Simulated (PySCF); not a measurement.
Two structures of C₂H₃N, closed shell, reached by relaxing down either side of one saddle point (PBE0-D4/def2-TZVP). Energies are electronic, without zero-point energy. Program: PySCF 2.14 with density fitting (its default auxiliary sets; JK sets also for MP2 and CCSD(T)). Basis: def2-TZVPP and def2-QZVPP. Cores are frozen in the correlated methods. Extrapolation: Hartree–Fock as exp(−7.88 √X), correlation as X^−2.97. First:

```json
{"atom": "C1", "x (Å)": "-0.3893", "y (Å)": "0.1705", "z (Å)": "0.2350"}
{"atom": "C2", "x (Å)": "0.7723", "y (Å)": "-0.3377", "z (Å)": "-0.4667"}
{"atom": "N3", "x (Å)": "1.6935", "y (Å)": "-0.7403", "z (Å)": "-1.0232"}
{"atom": "H4", "x (Å)": "-0.3859", "y (Å)": "1.2613", "z (Å)": "0.2249"}
{"atom": "H5", "x (Å)": "-1.3023", "y (Å)": "-0.1833", "z (Å)": "-0.2459"}
{"atom": "H6", "x (Å)": "-0.3812", "y (Å)": "-0.1721", "z (Å)": "1.2708"}
```

Second:

```
6
angstrom
C -0.1481 -0.0406 0.4527
C 0.6514 0.1782 -1.9837
N 0.2899 0.0794 -0.8816
H -0.2114 0.9464 0.9126
H -1.1325 -0.5095 0.4790
H 0.5536 -0.6534 1.0201
```

Question: Which bonds change from the first to the second?

Answer: C₂H₃N (CC#N) → C₂H₃N ([C][N][CH3]); bonds formed: C1–N3; bonds broken: C1–C2.

Question: Give the saddle point's structure and its height above each. (Judge from chemistry; the value comes from the calculation.)

Answer: By the calculation: 2.787 eV above the first and 1.737 eV above the second (CCSD(T) at an estimated basis limit (MP2 extrapolated from triple and quadruple zeta, plus CCSD(T) − MP2 in triple zeta)).
```
atom    x (Å)    y (Å)    z (Å)
  C1  -0.2609   0.0891   0.2851
  C2   0.4485   0.0700  -1.3118
  N3   1.1641  -0.5754  -0.6168
  H4  -0.2813   1.1611   0.4477
  H5  -1.2317  -0.3298   0.0436
  H6   0.1613  -0.4151   1.1522
```

The T1 diagnostic stays at or below 0.019.

Labels in which every atom is bracketed show which atoms are joined, not bond orders.

For scale, one of the runs: CCSD(T)/def2-TZVPP, 135 basis functions, launched by `OMP_NUM_THREADS=4 python run.py`. The run took 57 s on 4 CPU threads of an Arm Neoverse V1 (shared host), with 0.71 GiB of host memory at its peak.
